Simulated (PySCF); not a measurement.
C4H4O2.
SMILES: `C1(OC=O)C=C1`

Computed, not measured: EOM-IP-CCSD/aug-cc-pVDZ in PySCF, restricted Hartree–Fock reference, frozen core, non-relativistic, gas phase, PBE0-D3(BJ)/def2-SVP geometry.

Hartree–Fock orbital energies give these Koopmans values (eV): HOMO 10.72, HOMO-1 11.41, HOMO-2 12.71, HOMO-3 13.88, HOMO-4 14.17, HOMO-5 15.18, HOMO-6 17.47, HOMO-7 18.23.

Question: What vertical ionisation energies does EOM-IP-CCSD give?

Answer: 
| leading hole (HF orbital) | Koopmans (eV) | EOM-IP-CCSD (eV) | change (eV) | one-hole share |
| --- | --- | --- | --- | --- |
| HOMO | 10.72 | 10.22 | -0.50 | 0.95 |
| HOMO-1 | 11.41 | 10.29 | -1.12 | 0.95 |
| HOMO-2 | 12.71 | 11.25 | -1.46 | 0.95 |
| HOMO-3 | 13.88 | 12.81 | -1.07 | 0.94 |
| HOMO-4 | 14.17 | 12.99 | -1.18 | 0.95 |
| HOMO-5 | 15.18 | 13.47 | -1.71 | 0.95 |
| HOMO-6 | 17.47 | 15.53 | -1.94 | 0.92 |
| HOMO-7 | 18.23 | 16.09 | -2.14 | 0.93 |

Question: Does the order of the lines follow the orbital energies?

Answer: Yes, no two lines change places. The corrections run from -2.14 to -0.50 eV, with a mean of -1.39 eV over the 8 lines; no line lies above its Koopmans value. Koopmans values leave out both the relaxation of the orbitals and the change in correlation energy.

Question: At what kinetic energies would He I light (21.22 eV) eject these electrons?

Answer: 11.00 eV (HOMO), 10.93 eV (HOMO-1), 9.97 eV (HOMO-2), 8.41 eV (HOMO-3), 8.23 eV (HOMO-4), 7.75 eV (HOMO-5), 5.69 eV (HOMO-6), 5.13 eV (HOMO-7).

Lines less than 0.15 eV apart could change places at a higher level. One root was sought for each valence orbital with −ε under 21 eV, eight at most, so deeper holes and satellites are missing; no vibrational structure.

Hardware: Arm Neoverse V2, one thread (shared host). Cost: 9.8 min, 3.1 GiB resident at most.

The values belong to the conformer `[O:1]=[CH:2][O:3][CH:4]1[CH:5]=[CH:6]1`: O1–C2–O3–C4 0°, C2–O3–C4–C5 151°.
